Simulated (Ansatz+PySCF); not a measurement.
Two shapes of doublet H2OF in separate pieces.

Shape 1:

```xyz
4

O     0.0000    0.0000   -0.1085
H     0.0000    0.0000    0.8679
H    30.0000    0.0000   -2.9815
F    30.0000    0.0000    0.3313
```

Shape 2:

```xyz
4

O     0.0000    0.0000   -0.3906
H     0.0000    0.0000    3.1246
H    30.0000    0.0000   -0.8282
F    30.0000    0.0000    0.0920
```

Basis set: 6-31G (spherical functions). Frozen core: 2 orbitals. Charge 0, multiplicity 2.

Computed with Ansatz (development build ahead of 0.2.0); each method stands on the lowest determinant of its kind that the runs found.

Task: Which shape is lower in energy, and by how much in each method?

Result:

```tsv
method	E(2) − E(1) (eV)
UHF	-1.082
UHF-MP2	-1.350
UHF-CCSD	-1.217
UHF-CCSD(T)	-1.215
```

Shape 2 is lower. Caution: the unrestricted determinant is a mixture of spin states. Caution for UHF-MP2, UHF-CCSD, UHF-CCSD(T): bonds are stretched, where a single reference can fail. Caution for UHF-MP2: forces differ strongly between restricted and unrestricted references.
